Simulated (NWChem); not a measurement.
**Basis-set dependence for HN**

```
N
H 1 1.0605
```
Charge 0, spin multiplicity 3.

Everything below was run with NWChem. The geometry was optimised at UPBE/def2-SVP, a minimum by its harmonic frequencies.

Hartree-Fock energies in Ha, correlation energies in mHa.

The correlated methods keep 1 core orbital frozen. This spin state was chosen for the runs; another may lie lower. The structure started from a generated list of species. The unpaired electrons of the parent sit in orbitals of symmetry b1 and b2 (C2v labels of the run); other states weren't searched. The stability of the SCF solutions was not checked. Open-shell Hartree-Fock references start from PBE0 orbitals. Coupled-cluster values serve here as a point of comparison, not as the truth.

```csv
basis,functions,UHF,UMP2,SCS-UMP2,CCSD on ROHF,CCSD[T] on ROHF,CCSD(T) on ROHF,CCSD on UHF,CCSD[T] on UHF,CCSD(T) on UHF,CCSDT on ROHF,URI-MP2
3-21G,11,-54.65912,-54.4,-54.2,-70.3,-70.8,-70.8,-66.0,-66.5,-66.5,-70.8,not run
cc-pVDZ,19,-54.96594,-104.3,-103.5,-131.0,-132.7,-132.7,-124.1,-125.7,-125.6,-132.9,-104.2
cc-pVTZ,44,-54.98028,-137.1,-136.3,-163.8,-168.0,-168.0,-156.3,-160.2,-160.1,-168.2,-137.1
cc-pVQZ,85,-54.98415,-148.0,-147.9,-173.2,-178.2,-178.2,not run,not run,not run,not run,-148.0
```

From cc-pVTZ to cc-pVQZ the Hartree-Fock energy moves by -3.9 mHa and the UMP2 correlation energy by -10.9 mHa, which is 7 % of its value in the larger set.
